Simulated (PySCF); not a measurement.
ethylene (C₂H₄), SMILES C=C. Geometry: PBE-D3(BJ)/def2-TZVP.

The numbers are results of PBE-D3(BJ)/def2-TZVP (PySCF 2.14.0), not measurements.

Harmonic wavenumbers (cm⁻¹): 806, 932, 938, 1033, 1201, 1342, 1424, 1643, 3064, 3076, 3135, 3164. Rotational constants (GHz): 145.3, 29.96, 24.84; symmetry number 4.

### Question
Work out the zero-point energy and the ideal-gas rigid-rotor harmonic-oscillator thermochemistry at 298.15 K and 1 atm.

### Answer
ZPE = ½ Σ hcν = ½ × 21758 cm⁻¹ = 130.14 kJ/mol. H − E(el) = 140.68 kJ/mol. Entropy in J/(mol K): translation 150.33, rotation 66.45, vibration 2.57, total 219.35. G − E(el) = 75.29 kJ/mol. Cp = 43.17 J/(mol K).
